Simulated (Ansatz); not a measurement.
Mulliken charges of H3MgNS, SMILES `[NH2][Mg][SH]` from ωB97M-V/def2-TZVPP in Ansatz (PBE0-D4/def2-TZVP geometry).

```
atom   x (Å)   y (Å)   z (Å)  charge (e)
  N1  -1.032   0.194  -1.116      -0.591
 Mg2   0.047  -0.001   0.411       0.706
  S3   1.338  -0.231   2.289      -0.452
  H4  -1.179   1.043  -1.640       0.113
  H5  -1.568  -0.533  -1.565       0.113
  H6   2.436  -0.536   1.575       0.111
```

By hand: the dipole of these point charges (1 e Å = 4.8032 D).

Σ q r = (-0.002, -0.013, -0.272) e Å, of length 0.272 e Å = 1.31 D.

How does the dipole of the full density compare? (An estimate is asked.)

Computed: (-0.112, 0.010, -0.372) e Å, 1.87 D; the point charges give 0.70 times that, at 17° from its direction.

Point charges leave out the atoms' own dipoles, such as those of lone pairs, and Mulliken's split depends on the basis, so the two needn't agree.
